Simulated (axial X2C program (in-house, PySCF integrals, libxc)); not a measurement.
# Density and ELF of SiH⁻

Calculated with an in-house relativistic program for diatomic molecules. Spin-free means the one-electron spin-free X2C Hamiltonian. Basis: Si dyall-av3z [9s8p3d2f], H dyall-av3z [7s3p2d] (cores contracted in-house); Gaussian nuclei, density fitting, unrestricted open shells. Masses: Si 27.977 u, H 1.008 u.

PBE0, spin-free, state M_S = 1, Λ = 0 (beyond evenly filled blocks: π+α, π-α); Si at z = 0, H at z = 1.561 Å.

The maps cover the half plane through the axis: z from -2.4 to 3.6 Å along the bond, ρ from 0.15 to 2.25 Å away from it.

log10 of the density in e/bohr³:

```
 ρ\z  -2.4  -1.8  -1.2  -0.6   0.0   0.6   1.2   1.8   2.4   3.0   3.6
0.15  -2.9  -2.2  -1.5  -0.9   1.1  -0.9  -0.8  -0.9  -1.9  -2.7  -3.5
0.45  -3.0  -2.3  -1.6  -1.1  -0.3  -1.1  -1.1  -1.3  -2.0  -2.8  -3.6
0.75  -3.1  -2.4  -1.7  -1.3  -1.2  -1.4  -1.5  -1.7  -2.2  -3.0  -3.7
1.05  -3.2  -2.5  -1.9  -1.5  -1.4  -1.6  -1.8  -2.1  -2.5  -3.2  -3.8
1.35  -3.3  -2.7  -2.2  -1.8  -1.7  -1.9  -2.2  -2.4  -2.9  -3.4  -3.9
1.65  -3.4  -2.9  -2.4  -2.1  -2.0  -2.2  -2.5  -2.8  -3.2  -3.6  -4.1
1.95  -3.6  -3.1  -2.7  -2.4  -2.3  -2.5  -2.7  -3.1  -3.4  -3.8  -4.3
2.25  -3.7  -3.3  -2.9  -2.7  -2.6  -2.7  -3.0  -3.3  -3.7  -4.0  -4.5
```

Electron localisation function (collinear form, no current term, damped to 0 at low density):

```
 ρ\z  -2.4  -1.8  -1.2  -0.6   0.0   0.6   1.2   1.8   2.4   3.0   3.6
0.15  0.26  0.76  0.91  0.07  0.51  0.07  0.99  1.00  0.99  0.82  0.07
0.45  0.24  0.74  0.91  0.23  0.50  0.15  0.97  1.00  0.98  0.74  0.05
0.75  0.20  0.70  0.91  0.84  0.19  0.51  0.87  0.97  0.93  0.54  0.03
1.05  0.16  0.64  0.89  0.94  0.84  0.62  0.62  0.81  0.73  0.26  0.01
1.35  0.12  0.56  0.85  0.93  0.89  0.64  0.41  0.46  0.36  0.08  0.00
1.65  0.07  0.46  0.79  0.89  0.87  0.62  0.32  0.21  0.12  0.02  0.00
1.95  0.04  0.34  0.71  0.84  0.81  0.58  0.27  0.12  0.04  0.01  0.00
2.25  0.02  0.20  0.57  0.75  0.74  0.52  0.23  0.07  0.02  0.00  0.00
```

Axial spin density in 10⁻³ e/bohr³:

```
 ρ\z  -2.4  -1.8  -1.2  -0.6    0.0   0.6   1.2   1.8   2.4   3.0  3.6
0.15  -0.2  -1.0  -4.0  -4.8  144.1   0.3  -2.9  -3.5  -0.5  -0.1  0.0
0.45  -0.2  -0.7  -1.6   3.0    2.9   8.6   1.0  -0.9  -0.2   0.0  0.0
0.75  -0.1  -0.2   0.9  10.3   22.8  14.3   3.4   0.4   0.0   0.0  0.0
1.05   0.0   0.2   2.1  10.5   20.2  12.6   3.7   0.8   0.1   0.0  0.0
1.35   0.1   0.4   2.1   7.5   12.4   8.3   3.0   0.8   0.2   0.0  0.0
1.65   0.1   0.4   1.7   4.6    6.9   4.9   2.1   0.6   0.2   0.0  0.0
1.95   0.1   0.4   1.2   2.7    3.7   2.8   1.3   0.5   0.1   0.1  0.0
2.25   0.1   0.3   0.8   1.5    2.0   1.6   0.8   0.3   0.1   0.0  0.0
```

One determinant describes the state; a PBE0 search over occupations chose it and may have missed a lower one. PBE0 can misorder states that lie within some tenths of an eV, so this need not be the ground state of the molecule. The nearest other spin-free determinant of the search, M_S = 0, Λ = 2, lies 0.73 eV up at the distance of the search. The highest occupied level of some functionals is positive through self-interaction error; at Hartree–Fock it is bound.
